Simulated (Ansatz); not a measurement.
# AlFH2: a dynamics run in two tries

Aim: a short trajectory for this system.

Program: Ansatz 0.2.0. Level of theory: RKS r2SCAN-D4/def2-mTZVP. These are calculated values, not measurements.

## (1) The structure to begin with

Bond lengths: Al1–F2 1.699 Å, Al1–H3 1.618 Å, Al1–H4 1.623 Å. Angles: F2–Al1–H3 94.4°, F2–Al1–H4 121.3°, H3–Al1–H4 140.4°.

Structure file:

```xyz
4

Al   -0.0307    0.1882   -0.2305
F    -0.5934    0.4941    1.3434
H     1.3641   -0.4688    0.2611
H    -1.0421    0.1721   -1.4993
```

## (2) First try

File input.yaml:

```yaml
crystal:
  periodic: [false, false, false]
  atoms:
    - { symbol: Al, position_ang: [-0.030737, 0.188216, -0.230523] }
    - { symbol: F, position_ang: [-0.59344, 0.49409, 1.343398] }
    - { symbol: H, position_ang: [1.364076, -0.46878, 0.261054] }
    - { symbol: H, position_ang: [-1.04207, 0.172124, -1.499308] }
basis:
  gaussian: { orbitals: def2-mTZVP }
hamiltonian:
  xc: r2scan
  dispersion: d4
md:
  timestep: 10.0
  n_steps: 25
  ensemble: nve
  temperature: 1000.0
  initial_velocities: maxwell_boltzmann
  seed: 699454
```

Run with:

```sh
$ ansatz run input.yaml --threads 1 --pin off --max-ram 2048MiB --backend cpu --events-out ev --progress --plain --runs-dir out
```

Q: Predict the outcome of this session. Wanted: first try.

**Answer**, as computed:

```
 quantity                                                                                                                value
first try                                                                                                              timeout
    cause  the time step is longer than any vibration's period allows, so each step throws atoms far past their turning points
```

The program did not catch the first fault at the input check, so it cost a run.
